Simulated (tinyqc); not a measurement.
Worked calculation: CCSD on RHF in the sto-3g basis, for OH-, spin multiplicity 1. The basis has no diffuse functions, so it cannot describe the extra electron: this is an exercise in the method, not the real anion. One step of it, computed by the program tinyqc.

Question. CCSD: starting amplitudes. t_ij^ab = <ij||ab> / (e_i + e_j - e_a - e_b), whose energy is MP2.

orbital energies (hartree): MO1 -19.551843, MO2 -0.600632, MO3 0.097810, MO4 0.155074, MO5 0.155074, MO6 0.891524

Two-electron integrals over orbitals (pq|rs), unique and non-zero (hartree):
```
(11|11) 4.748337    (21|11) -0.460836   (21|21) 0.070165    (22|11) 1.079348
(22|21) -0.020036   (22|22) 0.759369    (31|11) 0.109164    (31|21) -0.016836
(31|22) 0.004865    (31|31) 0.009782    (32|11) -0.150082   (32|21) 0.004665
(32|22) -0.070915   (32|31) 0.008337    (32|32) 0.091710    (33|11) 0.594362
(33|21) -0.004322   (33|22) 0.506882    (33|31) 0.000275    (33|32) 0.037262
(33|33) 0.609761    (41|41) 0.025915    (42|41) 0.035110    (42|42) 0.164877
(43|41) -0.007586   (43|42) -0.031858   (43|43) 0.020723    (44|11) 1.115363
(44|21) -0.013494   (44|22) 0.784189    (44|31) 0.003253    (44|32) -0.083864
(44|33) 0.488571    (44|44) 0.880159    (51|51) 0.025915    (52|51) 0.035110
(52|52) 0.164877    (53|51) -0.007586   (53|52) -0.031858   (53|53) 0.020723
(54|54) 0.047444    (55|11) 1.115363    (55|21) -0.013494   (55|22) 0.784189
(55|31) 0.003253    (55|32) -0.083864   (55|33) 0.488571    (55|44) 0.785270
(55|55) 0.880159    (61|11) -0.084879   (61|21) 0.012685    (61|22) -0.003831
(61|31) 0.008054    (61|32) 0.018716    (61|33) -0.001845   (61|44) -0.002482
(61|55) -0.002482   (61|61) 0.023760    (62|11) 0.106932    (62|21) -0.003756
(62|22) 0.054221    (62|31) 0.015131    (62|32) 0.064317    (62|33) 0.005452
(62|44) 0.060461    (62|55) 0.060461    (62|61) 0.026022    (62|62) 0.117783
(63|11) 0.318672    (63|21) -0.004848   (63|22) 0.181334    (63|31) -0.001703
(63|32) -0.088217   (63|33) -0.050182   (63|44) 0.190606    (63|55) 0.190606
(63|61) -0.007027   (63|62) 0.007903    (63|63) 0.187193    (64|41) 0.005740
(64|42) 0.023457    (64|43) 0.016785    (64|64) 0.038157    (65|51) 0.005740
(65|52) 0.023457    (65|53) 0.016785    (65|65) 0.038157    (66|11) 0.947846
(66|21) -0.011810   (66|22) 0.679755    (66|31) 0.007678    (66|32) -0.009480
(66|33) 0.574152    (66|44) 0.674534    (66|55) 0.674534    (66|61) 0.007125
(66|62) 0.066539    (66|63) 0.099998    (66|66) 0.702057
```

Give: Starting amplitudes; correlation energy.

Answer.

Starting amplitudes (spin orbitals 1a, 1b, ...; amplitudes related by a flip of all spins are not repeated):
```
from      to         t
3a 3b  6a 6b   -0.1179
2a 2b  6a 6b   -0.0395
4a 4b  6a 6b   -0.0259
5a 5b  6a 6b   -0.0259
2a 3b  6a 6b   -0.0035
1a 2b  6a 6b   -0.0012
1a 1b  6a 6b   -0.0006
1a 3b  6a 6b  3.31e-04
```

correlation energy = -0.028835 hartree
